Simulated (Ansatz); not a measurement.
`ClBCl` and `NBCl` differ in one atom or group.

Ansatz, PBE0-D4/def2-TZVP geometries, multiplicity 1. Each molecule was computed in one conformer, which needn't be the lowest.

```tsv
property	`ClBCl`
size of the dipole moment (PBE/def2-TZVPP) / D	0.33
LUMO energy (PBE/def2-TZVPP) / eV	-2.69
HOMO–LUMO gap (ωB97M-V/def2-TZVPP) / eV	11.88
LUMO energy (PBE0/def2-TZVPP) / eV	-1.73
HOMO–LUMO gap (PBE/def2-TZVPP) / eV	5.14
HOMO energy (PBE/def2-TZVPP) / eV	-7.83
```

Q: Give the same properties after the change, and the shifts. (Estimate.)

A: Ansatz gave: 
```csv
property,`NBCl`,shift
size of the dipole moment (PBE/def2-TZVPP) / D,2.67,2.34
LUMO energy (PBE/def2-TZVPP) / eV,-0.78,1.91
HOMO–LUMO gap (ωB97M-V/def2-TZVPP) / eV,12.88,1.00
LUMO energy (PBE0/def2-TZVPP) / eV,0.21,1.94
HOMO–LUMO gap (PBE/def2-TZVPP) / eV,6.27,1.13
HOMO energy (PBE/def2-TZVPP) / eV,-7.05,0.78
```

With PBE0 the HOMO rises by 0.83 eV and the LUMO rises by 1.94 eV, so the gap widens by about 1.11 eV. PBE moves the HOMO by 0.78 eV and ωB97M-V by 0.80 eV. The zero-point energy changes by 69.6 kJ/mol with +6 modes. Dipoles are sizes alone; their direction can turn.
